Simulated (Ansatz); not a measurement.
# SO₃: geometry and frequencies at several levels, part 2 of 2

Wanted for SO₃: geometry and frequencies at several levels.

Ansatz 0.2.0, Gaussian bases. Earlier steps stand in the parts before.

### 9 Relaxation, PBE-D4/def2-SVP

input.yaml

```yaml
crystal:
  periodic: [false, false, false]
  atoms:
    - { symbol: O, position_ang: [-0.7310291, -1.27416863, -0.02992111] }
    - { symbol: S, position_ang: [-4.03e-06, -1.5e-07, 4.27e-06] }
    - { symbol: O, position_ang: [-0.73787872, 1.27056262, -0.00333103] }
    - { symbol: O, position_ang: [1.46890185, 0.00360616, 0.03323787] }
basis:
  gaussian: { orbitals: def2-SVP }
hamiltonian:
  xc: pbe
  dispersion: d4
relax:
  f_tol: 0.002
  max_steps: 150
```

Launch:

```bash
ansatz run input.yaml --threads 2 --pin off --max-ram 5120MiB --backend cpu --events-out ev --progress --plain --runs-dir out
```

Standard output, cut to the lines that bear on the results:

```text
Warning: RAYON_NUM_THREADS=2 ignored (pool sized by the plan → 2); use --threads N
[...]
Functional definition: PBE
[...]
634 factors; their error is unknown
[...]
mean field -16955.15934804 eV, -623.0906134208 hartree, gradient 1.2e-5 eV, S^2 0.000000; 0 other end points of the search recorded, 0 dependent functions left out
[...]
reference -16955.15936022 eV, -623.0906138685 hartree; 20, 20 occupied and 40, 40 virtual orbitals, 634 factors
relax step   1: F+E_penalty+E_count = -16955.23532831 eV  Δ(F+E_penalty+E_count) = +0.000e0 eV  max|allowed force component| = 4.547e-3 eV/Å  Δτ_max = 0.0000 Å  (26 SCF iters, accepted)
[...]
relax step   2: F+E_penalty+E_count = -16955.23532843 eV  Δ(F+E_penalty+E_count) = -1.210e-7 eV  max|allowed force component| = 2.535e-3 eV/Å  Δτ_max = 0.0001 Å  (19 SCF iters, accepted)
[...]
relax step   3: F+E_penalty+E_count = -16955.23532871 eV  Δ(F+E_penalty+E_count) = -2.832e-7 eV  max|allowed force component| = 1.748e-3 eV/Å  Δτ_max = 0.0001 Å  (18 SCF iters, accepted)
634 factors; their error is unknown
[...]
mean field -16955.15934765 eV, -623.0906134065 hartree, gradient 2.0e-5 eV, S^2 0.000000; 1 other end points of the search recorded, 0 dependent functions left out
[...]
reference -16955.15935984 eV, -623.0906138541 hartree; 20, 20 occupied and 40, 40 virtual orbitals, 634 factors
Total energy: -16955.23534089 eV, -623.0934061064 hartree
Atom 0 at    -0.731006    -1.274128    -0.029902 Å, force     0.000798     0.001474    -0.000268 eV/Å
Atom 1 at    -0.000002     0.000000    -0.000051 Å, force     0.000143    -0.000009     0.000909 eV/Å
Atom 2 at    -0.737856     1.270521    -0.003312 Å, force     0.000806    -0.001464    -0.000299 eV/Å
Atom 3 at     1.468854     0.003606     0.033255 Å, force    -0.001748    -0.000001    -0.000341 eV/Å
Dipole moment:     0.000001     0.000001    -0.000049 e Å
```

It took 1.5 s on 2 threads of Intel Xeon Platinum 8488C (Sapphire Rapids), shared host; peak memory 0.12 GiB.

The steps of the relaxation:

| step | E - E(step 1) (eV) | largest force component (eV/Å) |
| --- | --- | --- |
| 1 | 0.0000 | 0.0045 |
| 2 | 0.0000 | 0.0025 |
| 3 | 0.0000 | 0.0017 |

Step 1 is the start.

Before: Bond lengths: O1–S2 1.469 Å, S2–O3 1.469 Å, S2–O4 1.469 Å. Angles: O1–S2–O3 120.0°, O1–S2–O4 120.0°, O3–S2–O4 120.0°.

After: Bond lengths: O1–S2 1.469 Å, S2–O3 1.469 Å, S2–O4 1.469 Å. Angles: O1–S2–O3 120.0°, O1–S2–O4 120.0°, O3–S2–O4 120.0°.

### 10 Frequencies, PBE-D4/def2-SVP

input.yaml

```yaml
crystal:
  periodic: [false, false, false]
  atoms:
    - { symbol: O, position_ang: [-0.73100649, -1.27412777, -0.02990163] }
    - { symbol: S, position_ang: [-1.53e-06, 4.4e-07, -5.128e-05] }
    - { symbol: O, position_ang: [-0.73785589, 1.27052148, -0.00331241] }
    - { symbol: O, position_ang: [1.4688539, 0.00360585, 0.03325532] }
basis:
  gaussian: { orbitals: def2-SVP }
hamiltonian:
  xc: pbe
  dispersion: d4
phonons: {}
```

Launch:

```bash
ansatz run input.yaml --threads 2 --pin off --max-ram 5120MiB --backend cpu --events-out ev --progress --plain --runs-dir out
```

Standard output, cut to the lines that bear on the results:

```text
Warning: RAYON_NUM_THREADS=2 ignored (pool sized by the plan → 2); use --threads N
[...]
Functional definition: PBE
[...]
634 factors; their error is unknown
[...]
mean field -16955.15934765 eV, -623.0906134065 hartree, gradient 1.3e-5 eV, S^2 0.000000; 0 other end points of the search recorded, 0 dependent functions left out
[...]
reference -16955.15935983 eV, -623.0906138541 hartree; 20, 20 occupied and 40, 40 virtual orbitals, 634 factors
[...]
634 factors; their error is unknown
mean field -16955.15928349 eV, -623.0906110484 hartree, gradient 1.3e-6 eV, S^2 0.000000; 0 other end points of the search recorded, 0 dependent functions left out
[...]
reference -16955.15929566 eV, -623.0906114959 hartree; 20, 20 occupied and 40, 40 virtual orbitals, 634 factors
[...]
634 factors; their error is unknown
[...]
reference -16955.15926729 eV, -623.0906104530 hartree; 20, 20 occupied and 40, 40 virtual orbitals, 634 factors
[...]
634 factors; their error is unknown
mean field -16955.15924090 eV, -623.0906094835 hartree, gradient 1.4e-6 eV, S^2 0.000000; 0 other end points of the search recorded, 0 dependent functions left out
[...]
reference -16955.15925308 eV, -623.0906099309 hartree; 20, 20 occupied and 40, 40 virtual orbitals, 634 factors
Total energy: -16955.23534089 eV, -623.0934061064 hartree
Atom 0 at    -0.731006    -1.274128    -0.029902 Å, force     0.000799     0.001474    -0.000268 eV/Å
Atom 1 at    -0.000002     0.000000    -0.000051 Å, force     0.000142    -0.000009     0.000909 eV/Å
Atom 2 at    -0.737856     1.270521    -0.003312 Å, force     0.000806    -0.001464    -0.000299 eV/Å
Atom 3 at     1.468854     0.003606     0.033255 Å, force    -0.001747    -0.000001    -0.000341 eV/Å
Dipole moment:     0.000001     0.000001    -0.000049 e Å
Vibrations: 443.74 473.37 473.40 987.00 1308.40 1308.41 cm⁻¹, zero-point energy 0.309609 eV
```

Wall time 4 s (2 threads of Intel Xeon Platinum 8488C (Sapphire Rapids), shared host); peak memory 0.11 GiB.

Harmonic frequencies (cm⁻¹; negative: imaginary): 444, 473, 473, 987, 1308, 1308.

### 11 Relaxation, PBE0-D4/def2-TZVPP

input.yaml

```yaml
crystal:
  periodic: [false, false, false]
  atoms:
    - { symbol: O, position_ang: [-0.7310291, -1.27416863, -0.02992111] }
    - { symbol: S, position_ang: [-4.03e-06, -1.5e-07, 4.27e-06] }
    - { symbol: O, position_ang: [-0.73787872, 1.27056262, -0.00333103] }
    - { symbol: O, position_ang: [1.46890185, 0.00360616, 0.03323787] }
basis:
  gaussian: { orbitals: def2-TZVPP }
hamiltonian:
  xc: pbe0
  dispersion: d4
relax:
  f_tol: 0.002
  max_steps: 150
```

Launch:

```bash
ansatz run input.yaml --threads 2 --pin off --max-ram 5120MiB --backend cpu --events-out ev --progress --plain --runs-dir out
```

Standard output, cut to the lines that bear on the results:

```text
Warning: RAYON_NUM_THREADS=2 ignored (pool sized by the plan → 2); use --threads N
[...]
Functional definition: PBE0
[...]
768 factors; their error is unknown
[...]
mean field -16967.93699337 eV, -623.5601832254 hartree, gradient 9.4e-6 eV, S^2 0.000000; 0 other end points of the search recorded, 0 dependent functions left out
[...]
reference -16967.93700967 eV, -623.5601838245 hartree; 20, 20 occupied and 115, 115 virtual orbitals, 768 factors
relax step   1: F+E_penalty+E_count = -16967.99938842 eV  Δ(F+E_penalty+E_count) = +0.000e0 eV  max|allowed force component| = 3.061e0 eV/Å  Δτ_max = 0.0000 Å  (28 SCF iters, accepted)
[...]
relax step   3: F+E_penalty+E_count = -16968.24036220 eV  Δ(F+E_penalty+E_count) = -7.003e-2 eV  max|allowed force component| = 2.927e-1 eV/Å  Δτ_max = 0.0307 Å  (29 SCF iters, accepted)
[...]
relax step   4: F+E_penalty+E_count = -16968.24295032 eV  Δ(F+E_penalty+E_count) = -2.588e-3 eV  max|allowed force component| = 1.688e-3 eV/Å  Δτ_max = 0.0072 Å  (29 SCF iters, accepted)
768 factors; their error is unknown
mean field -16968.18001057 eV, -623.5691139430 hartree, gradient 1.2e-5 eV, S^2 0.000000; 1 other end points of the search recorded, 0 dependent functions left out
[...]
reference -16968.18002680 eV, -623.5691145394 hartree; 20, 20 occupied and 115, 115 virtual orbitals, 768 factors
Total energy: -16968.24296655 eV, -623.5714275327 hartree
Atom 0 at    -0.706127    -1.230763    -0.028877 Å, force     0.000486     0.000740    -0.000545 eV/Å
Atom 1 at    -0.000002     0.000001    -0.000072 Å, force    -0.000113    -0.000018     0.001688 eV/Å
Atom 2 at    -0.712743     1.227279    -0.003192 Å, force     0.000490    -0.000726    -0.000560 eV/Å
Atom 3 at     1.418862     0.003483     0.032131 Å, force    -0.000863     0.000004    -0.000583 eV/Å
Dipole moment:    -0.000001     0.000001    -0.000077 e Å
```

Wall time 6 s (2 threads of Intel Xeon Platinum 8488C (Sapphire Rapids), shared host); peak memory 0.24 GiB.

The steps of the relaxation:

| step | E - E(step 1) (eV) | largest force component (eV/Å) |
| --- | --- | --- |
| 1 | 0.0000 | 3.0612 |
| 2 | -0.1709 | 1.7630 |
| 3 | -0.2410 | 0.2927 |
| 4 | -0.2436 | 0.0017 |

Step 1 is the start.

Before: Bond lengths: O1–S2 1.469 Å, S2–O3 1.469 Å, S2–O4 1.469 Å. Angles: O1–S2–O3 120.0°, O1–S2–O4 120.0°, O3–S2–O4 120.0°.

After: Bond lengths: O1–S2 1.419 Å, S2–O3 1.419 Å, S2–O4 1.419 Å. Angles: O1–S2–O3 120.0°, O1–S2–O4 120.0°, O3–S2–O4 120.0°.

### 12 Relaxation, MP2/def2-TZVPP

input.yaml

```yaml
crystal:
  periodic: [false, false, false]
  atoms:
    - { symbol: O, position_ang: [-0.70612688, -1.23076265, -0.02887668] }
    - { symbol: S, position_ang: [-2.09e-06, 6.7e-07, -7.163e-05] }
    - { symbol: O, position_ang: [-0.71274314, 1.22727893, -0.00319242] }
    - { symbol: O, position_ang: [1.41886212, 0.00348306, 0.03213073] }
basis:
  gaussian: { orbitals: def2-TZVPP }
correlation:
  method: mp2
relax:
  f_tol: 0.002
  max_steps: 40
```

Launch:

```bash
ansatz run input.yaml --threads 2 --pin off --max-ram 5120MiB --backend cpu --events-out ev --progress --plain --runs-dir out
```

Standard output, cut to the lines that bear on the results:

```text
Warning: RAYON_NUM_THREADS=2 ignored (pool sized by the plan → 2); use --threads N
[...]
Functional definition: HF
[...]
935 factors; integrals over basis functions are off by at most 3.1e-4 eV
[...]
mean field -16930.14929295 eV, -622.1715108487 hartree, gradient 2.2e-6 eV, S^2 0.000000; 0 other end points of the search recorded, 0 dependent functions left out
8 core orbitals not correlated: weight in the atoms' cores, before any rotation towards them, 1.000 or more for the frozen orbitals, at most 0.000 for the correlated occupied ones
reference -16930.14929295 eV, -622.1715108487 hartree; 12, 12 occupied and 115, 115 virtual orbitals, 935 factors
second order -24.15005257 eV of doubles, -0.00000000 eV of singles
[...]
relax step   1: F+E_penalty+E_count = -16954.29934552 eV  Δ(F+E_penalty+E_count) = +0.000e0 eV  max|allowed force component| = 8.593e-1 eV/Å  Δτ_max = 0.0000 Å  (58 SCF iters, accepted)
[...]
mean field -16930.02704157 eV, -622.1670181931 hartree, gradient 1.6e-6 eV, S^2 0.000000; 1 other end points of the search recorded, 0 dependent functions left out
8 core orbitals not correlated: weight in the atoms' cores, before any rotation towards them, 1.000 or more for the frozen orbitals, at most 0.000 for the correlated occupied ones
reference -16930.02704157 eV, -622.1670181931 hartree; 12, 12 occupied and 115, 115 virtual orbitals, 935 factors
second order -24.28803959 eV of doubles, -0.00000000 eV of singles
[...]
Total energy: -16954.31508116 eV, -623.0595871850 hartree
Atom 0 at    -0.712282    -1.241491    -0.029152 Å, force    -0.000145    -0.000237     0.000003 eV/Å
Atom 1 at    -0.000003    -0.000000    -0.000001 Å, force    -0.000013     0.000000    -0.000026 eV/Å
Atom 2 at    -0.718956     1.237977    -0.003244 Å, force    -0.000146     0.000236     0.000008 eV/Å
Atom 3 at     1.431230     0.003514     0.032387 Å, force     0.000304     0.000001     0.000015 eV/Å
Dipole moment:    -0.000000    -0.000000     0.000001 e Å
Checks for a lower state left out: cluster_reference
```

Run time: 13 s. Hardware: 2 threads of Intel Xeon Platinum 8488C (Sapphire Rapids), shared host; peak memory 0.33 GiB.

Relaxation path:

| step | E - E(step 1) (eV) | largest force component (eV/Å) |
| --- | --- | --- |
| 1 | 0.0000 | 0.8593 |
| 2 | -0.0112 | 0.4569 |
| 3 | -0.0069 | 0.5587 |
| 4 | -0.0157 | 0.0003 |

Step 1 is the start. Step 3 was tried and not accepted.

Before: Bond lengths: O1–S2 1.419 Å, S2–O3 1.419 Å, S2–O4 1.419 Å. Angles: O1–S2–O3 120.0°, O1–S2–O4 120.0°, O3–S2–O4 120.0°.

After: Bond lengths: O1–S2 1.432 Å, S2–O3 1.432 Å, S2–O4 1.432 Å. Angles: O1–S2–O3 120.0°, O1–S2–O4 120.0°, O3–S2–O4 120.0°.

### 13 Frequencies, MP2/def2-TZVPP

input.yaml

```yaml
crystal:
  periodic: [false, false, false]
  atoms:
    - { symbol: O, position_ang: [-0.7122819, -1.24149059, -0.02915198] }
    - { symbol: S, position_ang: [-2.71e-06, -7.0e-08, -1.4e-06] }
    - { symbol: O, position_ang: [-0.71895584, 1.23797701, -0.00324384] }
    - { symbol: O, position_ang: [1.43123046, 0.00351366, 0.03238722] }
basis:
  gaussian: { orbitals: def2-TZVPP }
correlation:
  method: mp2
phonons: {}
```

Launch:

```bash
ansatz run input.yaml --threads 2 --pin off --max-ram 5120MiB --backend cpu --events-out ev --progress --plain --runs-dir out
```

Standard output, cut to the lines that bear on the results:

```text
Warning: RAYON_NUM_THREADS=2 ignored (pool sized by the plan → 2); use --threads N
[...]
Functional definition: HF
[...]
935 factors; integrals over basis functions are off by at most 3.0e-4 eV
[...]
mean field -16930.02704152 eV, -622.1670181912 hartree, gradient 9.5e-7 eV, S^2 0.000000; 0 other end points of the search recorded, 0 dependent functions left out
8 core orbitals not correlated: weight in the atoms' cores, before any rotation towards them, 1.000 or more for the frozen orbitals, at most 0.000 for the correlated occupied ones
reference -16930.02704152 eV, -622.1670181912 hartree; 12, 12 occupied and 115, 115 virtual orbitals, 935 factors
second order -24.28803957 eV of doubles, -0.00000000 eV of singles
[...]
935 factors; integrals over basis functions are off by at most 3.0e-4 eV
[...]
8 core orbitals not correlated: weight in the atoms' cores, before any rotation towards them, 1.000 or more for the frozen orbitals, at most 0.000 for the correlated occupied ones
reference -16930.02127708 eV, -622.1668063521 hartree; 12, 12 occupied and 115, 115 virtual orbitals, 935 factors
second order -24.29371945 eV of doubles, -0.00000000 eV of singles
[...]
Total energy: -16954.31508109 eV, -623.0595871825 hartree
Atom 0 at    -0.712282    -1.241491    -0.029152 Å, force    -0.000145    -0.000253    -0.000006 eV/Å
Atom 1 at    -0.000003    -0.000000    -0.000001 Å, force     0.000007     0.000012     0.000000 eV/Å
Atom 2 at    -0.718956     1.237977    -0.003244 Å, force    -0.000144     0.000243    -0.000001 eV/Å
Atom 3 at     1.431230     0.003514     0.032387 Å, force     0.000283    -0.000002     0.000006 eV/Å
Dipole moment:    -0.000000    -0.000000    -0.000000 e Å
Vibrations: 498.57 522.48 522.48 1064.06 1421.32 1421.32 cm⁻¹, zero-point energy 0.337871 eV
Checks for a lower state left out: cluster_reference
```

It took 22 s on 2 threads of Intel Xeon Platinum 8488C (Sapphire Rapids), shared host; peak memory 0.33 GiB.

Harmonic frequencies (cm⁻¹; negative: imaginary): 499, 522, 522, 1064, 1421, 1421.

### 14 Geometries side by side

```tsv
level	O1–S2 (Å)	S2–O3 (Å)	S2–O4 (Å)	rotational constants (MHz)	dipole (D)	highest frequency (cm⁻¹)	CPU time
HF/STO-3G	1.5986	1.5986	1.5986	8242.6, 8242.6, 4121.3	0.00	807	1.5 s
HF/6-31G*	1.4046	1.4046	1.4046	10677, 10677, 5338.6	0.00	1553	4 s
LDA/def2-SVP	1.4556	1.4556	1.4556	9942.4, 9942.3, 4971.2	0.00	1359	2.2 s
PBE-D4/def2-SVP	1.4692	1.4692	1.4692	9758, 9758, 4879	0.00	1308	2.6 s
PBE0-D4/def2-TZVPP	1.4192	1.4192	1.4192	10458, 10458, 5228.9	0.00	-	11 s
MP2/def2-TZVPP	1.4316	1.4316	1.4316	10278, 10278, 5138.9	0.00	1421	24 s
```

Constants are for the commonest isotopes at the equilibrium geometry; times are CPU times of the relaxations.

### 15 What came out

This closing draws on all 2 parts.

| quantity | value |
| --- | --- |
| O1–S2 at MP2/def2-TZVPP | 1.432 Å |
| S2–O3 at MP2/def2-TZVPP | 1.432 Å |
| S2–O4 at MP2/def2-TZVPP | 1.432 Å |
| frequencies at MP2/def2-TZVPP | 499 to 1421 cm⁻¹ |

In words: The O–S distance spreads over 0.194 Å, from HF/6-31G* (shortest) to HF/STO-3G. No mode is imaginary, so the geometry is a minimum.
